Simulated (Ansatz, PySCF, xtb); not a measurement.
Homolysis of single bonds, series In Cl-H. All species are isolated molecules in the gas phase. Strings in code marks are SMILES.

Quantity: homolytic bond dissociation enthalpy at 298 K (no spin–orbit term), in eV. Enthalpy corrections at 298 K come from GFN2-xTB frequencies (xtb).

Level 1: frozen-core CCSD(T)/def2-TZVPP // B3LYP-D3(BJ)/def2-TZVP (Ansatz, a first-principles code)
Level 2: B3LYP-D3(BJ)/def2-TZVP (PySCF)
Level 3: frozen-core MP2/def2-TZVPP // B3LYP-D3(BJ)/def2-TZVP (Ansatz)
Level 4: HF/def2-TZVPP // B3LYP-D3(BJ)/def2-TZVP (Ansatz)

| species | level 1 | level 2 | level 3 | level 4 |
|---|---|---|---|---|
| Cl–In bond of `[Cl][In]([Cl])[Cl]`, giving `[Cl]` and `[Cl][In][Cl]` | 3.68 | 3.47 | 3.90 | 2.74 |
